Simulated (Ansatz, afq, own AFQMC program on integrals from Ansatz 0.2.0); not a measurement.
Integrals from Ansatz 0.2.0, then the random walk in our own AFQMC program (afq).

```yaml
crystal:
  periodic: [false, false, false]
  atoms:
    - {symbol: Pt, position_ang: [0.004818, 0.000000, 0.174084]}
    - {symbol: O, position_ang: [-0.110390, 0.000000, -1.857469]}
    - {symbol: H, position_ang: [0.409891, -0.777259, -2.104556]}
    - {symbol: H, position_ang: [0.409892, 0.777259, -2.104556]}
basis:
  gaussian: {orbitals: def2-TZVP}
magnetization: {spin_polarized: false}
correlation: {method: ccsd_t, electrons: outside_noble_gas, hamiltonian_folder: ham}
```

```sh
$ ansatz run in.yaml --threads 1 --pin off --events-out ev --progress --plain --max-ram 16896MiB --backend cuda --devices 0, --max-vram 18GiB
```

afq runs on the folder ham with

```
--method phaseless --trial cisd --walkers 4000 --populations 20 --least-time 60 --time-step 0.005 --steps-per-block 50 --equilibration-blocks 40 --max-blocks 4000 --target-error 0.00026 --factor-cut 1e-05 --seed 7331 --release-times 0.24,0.6,1.2,1.8,2.6 --release-step 0.04 --release-every 4 --taylor-order 6
```

Times are imaginary, in 1/Eh. The walk had a cap of 234 s. With eight or more populations the least sampling time is a fifth of least-time, and the error comes from their spread. Core potentials past Kr, no spin–orbit coupling.

Log:

```
orbitals 78  electrons 9 9  factors 618 of 680
reference energy -194.42432231 Eh
CCSD correlation -0.53307929 Eh in 19 cycles, weight of the determinant in the CISD state 0.8454
energy of the start -194.957402 Eh
 block  time / (1/Eh)  mean weight  energy / Eh
     1     0.250  0.9993  -194.948415
     2     0.500  0.9996  -194.958892
     3     0.750  0.9996  -194.964686
     4     1.000  0.9998  -194.967939
     5     1.250  1.0004  -194.968716
     8     2.000  1.0000  -194.972009
    13     3.250  0.9999  -194.975017
    22     5.500  0.9997  -194.975439
    31     7.750  1.0002  -194.972202
    40    10.000  1.0006  -194.975117
    49    12.250  0.9997  -194.976918
    58    14.500  0.9994  -194.975948
    67    16.750  0.9999  -194.975681
    76    19.000  0.9996  -194.978045
    85    21.250  1.0001  -194.976041
    94    23.500  1.0003  -194.980800
   103    25.750  0.9999  -194.977825
   112    28.000  0.9998  -194.979524
   121    30.250  0.9997  -194.977160
error from the spread of 20 populations
released: time / (1/Eh)  energy / Eh  error  mean overlap
  0.24  -194.977050  0.000319  0.9956
  0.60  -194.977603  0.000318  0.9871
  1.20  -194.976700  0.000427  0.9771
  1.80  -194.977209  0.000473  0.9632
  2.60  -194.977494  0.001085  0.9709
energy -194.977185 +/- 0.000311 Eh
(rows thinned)
```

The run passed its tests (sampling time, drift between the halves within three errors, error under three times the target), which doesn't prove that it has relaxed, ending at its cap on processor time. The second half of the sampling lies below the first by 1.7 errors of their difference, so the energy may still be moving and its error bar be too small.

Against this walk (error 8.5 meV) on the same determinant: CCSD(T) 67.1 meV higher, CCSDT(Q) 15.3 meV higher (within the noise). The error is statistical and leaves out the bias of the constraint. Released to 1.80 1/Eh the energy moves by -1 ± 15 meV (both errors), within twice the noise.

Cautions: constraint bias not in the error; error above the target (8.5 against 7.1 meV); no spin-orbit coupling; outer-core shells of the metal frozen; higher spins were not checked; restricted determinant unstable towards unrestricted (UHF 279 meV lower, ⟨S²⟩ 0.69).

The walk took 3.9 min on 1 × NVIDIA H100 80GB HBM3 with 2 threads of AMD EPYC 7R13 Processor (Zen 3), with other jobs on the host (the card was shared). The log's last line is the phaseless energy.

CCSDT and higher add their correlation energy to the determinant of the CCSD(T) run, since their own runs factorise the integrals more tightly (a shift of under 2 meV). A walk keeps the symmetry of its determinant, which the program's search chose and which needn't be the lowest solution, so a lower state of the same spin and another symmetry isn't excluded.
